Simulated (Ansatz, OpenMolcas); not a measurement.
**How methods differ on SiS (SMILES [Si-]#[S+])**

The species is SiS (2 atoms), meant as a singlet with charge 0. As SMILES, `[Si-]#[S+]`. Geometry: the measured bond length.

```csv
atom,x (Å),y (Å),z (Å)
Si,0.0000,0.0000,0.0000
S,0.0000,0.0000,1.9293
```

Each level gives the energy change with the Si1–S2 bond stretched from 1.929 to 3.859 Å (eV). The values are calculated.

| level | kind | program | value (eV) | less FCI/STO-3G | CPU time (all runs) |
| --- | --- | --- | --- | --- | --- |
| HF/STO-3G (restricted) | Hartree–Fock | Ansatz | 8.65 | +2.20 | 0.4 s |
| SVWN5/STO-3G (restricted) | LDA | Ansatz | 9.60 | +3.15 | 3.4 s |
| BLYP/STO-3G (restricted) | GGA | Ansatz | 8.84 | +2.39 | 5.2 s |
| PBE/STO-3G (restricted) | GGA | OpenMolcas | 9.20 | +2.75 | 9.2 s |
| RPA@PBE/STO-3G (restricted) | RPA | Ansatz | 6.29 | -0.16 | 7.2 s |
| MP2/STO-3G (unrestricted) | perturbation theory | Ansatz | 6.33 | -0.12 | 2 s |
| CCSD(T)/STO-3G (unrestricted) | coupled cluster or CI | Ansatz | 6.46 | +0.01 | 2.8 s |
| FCI/STO-3G | exact in the basis | Ansatz | 6.45 | 0.00 | 2.1 s |

FCI/STO-3G is exact within its basis and frozen core, so for wave-function methods in that basis the difference is their error; functionals converge differently with the basis, so for them it is only a difference. Spin-restricted single references rise too steeply as a bond breaks. Perturbation and coupled-cluster corrections on them can overshoot downwards. The first shape isn't each level's own minimum. The values span 6.29 to 9.60 eV. Spin contamination of the reference (⟨S²⟩ at least 0.1 too high) touches MP2/STO-3G, CCSD(T)/STO-3G. All rows use very small basis sets, so even the best lies far from the true value. CPU times are rough (shared hosts, several kinds of processor): they show what a rung costs within a factor of a few.
